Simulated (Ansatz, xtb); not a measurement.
Relative energy of two isomers of C4H6ClF

Structure a is `CC(C)=C(F)Cl`, a singlet and structure b is `C=C(F)CCCl`, a singlet. Both are isolated molecules in the gas phase, relaxed with PBE0-D3(BJ)/def2-SVP, each in the lowest conformer that the search found.

Quicker runs give these differences E(b) − E(a): GFN2-xTB +7.16 kcal/mol; HF/STO-3G +5.26 kcal/mol (at GFN2-xTB geometries); r2SCAN-D4/def2-SVP +2.67 kcal/mol (at GFN2-xTB geometries).

Estimate E(b) − E(a) at the level CCSD(T)/def2-SVP + ΔMP2/def2-TZVPP.

Too close to call at this level: CCSD(T)/def2-SVP + ΔMP2/def2-TZVPP gives E(b) − E(a) = −0.74 kcal/mol.

The same difference at several levels:

```tsv
level	geometry	E(b) − E(a) (kcal/mol)	departure from the last row (kcal/mol)	job, with rough time for the two
GFN2-xTB	GFN2-xTB	+7.16	+7.90	optimisation, 0.12 s
HF/STO-3G	GFN2-xTB	+5.26	+6.01	single point, 0.28 s
r2SCAN-D4/def2-SVP	GFN2-xTB	+2.67	+3.41	single point, 2.2 s
PBE0-D3(BJ)/def2-SVP	PBE0-D3(BJ)/def2-SVP	+2.01	+2.75	optimisation, 24 s
HF/def2-SVP	PBE0-D3(BJ)/def2-SVP	−3.40	−2.66	part of the CCSD(T) run
MP2/def2-SVP	PBE0-D3(BJ)/def2-SVP	+1.78	+2.53	part of the CCSD(T) run
CCSD(T)/def2-SVP	PBE0-D3(BJ)/def2-SVP	+0.88	+1.63	single point
CCSD(T)/def2-SVP + ΔMP2/def2-TZVPP	PBE0-D3(BJ)/def2-SVP	−0.74		single point, 24 s
```

As drawn, both hold the same kinds of bond in the same numbers. Structure a has 2 methyl groups, b 0.

The largest departure from CCSD(T)/def2-SVP + ΔMP2/def2-TZVPP is that of GFN2-xTB, 7.90 kcal/mol. The last row adds to CCSD(T) the change of the MP2 difference between the two basis sets, here −1.63 kcal/mol.

With thermal terms from frequencies at re-optimised GFN2-xTB minima (ideal gas, soft modes damped towards free rotors, one conformer each, 298.15 K, 1 atm): the zero-point term adds +0.26 kcal/mol; ΔH is −0.92 and ΔG −0.24 kcal/mol.

The correlated steps freeze 10 core orbitals. Codes used: Ansatz 0.2.0, xtb 6.7.1; the last row on 2 threads of Intel(R) Xeon(R) 6975P-C (Granite Rapids) on a shared host.
